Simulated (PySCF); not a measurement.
C5H8N (doublet state).
Atom-mapped SMILES: `[CH3:1][CH:2]([CH3:3])[CH:4][C:5]#[N:6]` (hydrogens: H7, H8, H9 on C1; H10 on C2; H11, H12, H13 on C3; H14 on C4)

Structure used (GFN2-xTB), in Å, numbered top down from 1:
```xyz
14
C5H8N angstrom
C     -0.788   -1.069    0.771
C     -0.059    0.185    0.270
C     -0.979    0.987   -0.661
C      1.175   -0.209   -0.458
C      2.417    0.179   -0.059
N      3.468    0.522    0.299
H     -1.687   -0.782    1.311
H     -0.149   -1.640    1.440
H     -1.073   -1.704   -0.065
H      0.211    0.809    1.129
H     -1.267    0.386   -1.522
H     -1.877    1.281   -0.125
H     -0.475    1.883   -1.015
H      1.082   -0.828   -1.337
```

The hyperfine couplings belong to this conformer and change with its torsions.

Computed, not measured: UKS B3LYP, pcH-1 on C H N, non-relativistic, mean-field spin-orbit, GIAO (PySCF 2.14.0). The structure is a single GFN2-xTB conformer in the gas phase; no vibrational or solvent corrections. The geometry wasn't refined by DFT: couplings that depend on bond lengths, twists or pyramidal angles can differ widely from those at the functional's own minimum. No stability test was run, so a lower SCF solution isn't excluded.

Q: The isotropic 13C couplings, averaged over equivalent nuclei, are +71.4, -60.3, +41.5, -24.5 MHz. Assign them to C1/C3; C2; C4; C5.

A: 
| site | a_iso (MHz) | ρ(0) (bohr⁻³) | position | distance from C4 (Å) | spin population | largest \|T\| (MHz) |
| --- | --- | --- | --- | --- | --- | --- |
| C1/C3 | +41.5 | +0.0370 | 2 bonds from C4 | 2.47 | +0.03 | 7.3 |
| C2 | -24.5 | -0.0218 | 1 bond from C4 | 1.49 | -0.06 | 2.0 |
| C4 | +71.4 | +0.0635 | largest spin population | 0.00 | +0.84 | 131.5 |
| C5 | -60.3 | -0.0536 | 1 bond from C4 | 1.36 | -0.22 | 22.7 |

ρ(0) is the spin density at the nucleus and T the dipolar tensor; entries for several nuclei are means. Largest spin populations (Mulliken): C4 (+0.84), N6 (+0.41), C5 (-0.22) and C2 (-0.06). The positive populations add up to 1.32 and the negative ones to -0.32, together 2S = 1. The angles at C4 add up to 360.0°, so it is planar; its axial dipolar tensor and the negative coupling of its proton fit spin in a p orbital normal to that plane.

The spin density at the nucleus, in bohr⁻³, is negative for C5 (-0.0536), C2 (-0.0218) and H14 (-0.0123), for instance. A restricted open-shell determinant has no negative spin density anywhere; here it arises because α and β orbitals differ (spin polarisation).

Means are taken over nuclei equivalent by connectivity, which assumes that they swap fast. The six 1H nuclei of mean +3.6 MHz run from -2.2 to 15.0 MHz in the frozen geometry.
